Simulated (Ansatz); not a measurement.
`C#CCOC=O` + H₂S → `O=COCS` + `C#C`  (substitution at a C–C bond)

Calculated with Ansatz (gas phase, PBE0-D4/def2-TZVP geometries, no zero-point term in ΔE). CCSD(T)/CBS is the MP2 limit (def2-TZVPP, def2-QZVPP) plus CCSD(T) − MP2 in def2-TZVPP, frozen cores. This one scheme is used for every species. Functionals use def2-TZVPP. Each species was taken in one conformer, which may not be the lowest.

`C#CCOC=O`:

```xyz
10

C    -0.607   -1.027    2.035
C    -0.113   -0.261    1.257
C     0.493    0.675    0.328
O     0.898    0.036   -0.891
C    -0.043   -0.062   -1.835
O    -1.162    0.346   -1.757
H    -1.053   -1.708    2.721
H    -0.204    1.484    0.100
H     1.408    1.092    0.749
H     0.384   -0.576   -2.708
```

H₂S:

Cartesian coordinates in Å:
```
S -0.297 -0.025 -0.543
H 0.779 -0.650 -0.043
H -0.482 0.675 0.586
```

`O=COCS`:

Cartesian coordinates in Å:
```
O -1.859 1.070 -0.354
C -1.629 0.062 0.245
O -0.439 -0.532 0.344
C 0.628 0.133 -0.342
S 2.088 -0.890 -0.371
H -2.372 -0.526 0.804
H 0.343 0.314 -1.380
H 0.820 1.094 0.135
H 2.421 -0.724 0.919
```

`C#C`:

Cartesian coordinates in Å:
```
C 0.181 0.026 0.570
C -0.181 -0.026 -0.570
H 0.502 0.072 1.584
H -0.502 -0.072 -1.584
```

Problem. Is it downhill or uphill in electronic energy at CCSD(T)/CBS, and by how much? (An estimate is asked.)

Solution. Ansatz gave: Uphill: ΔE = +22.3 kJ/mol.

Problem. What do these levels give: PBE-D4, MP2/def2-TZVPP, HF/def2-QZVPP, HF/CBS(def2), MP2/CBS(def2), CCSD/CBS(def2)? (An estimate is asked.)

Solution. Ansatz gave: PBE-D4 26.5, MP2/def2-TZVPP 25.7, HF/def2-QZVPP 26.5, HF/CBS(def2) 26.5, MP2/CBS(def2) 22.8, CCSD/CBS(def2) 23.2 kJ/mol.

Largest T1 diagnostic among the species: 0.015.
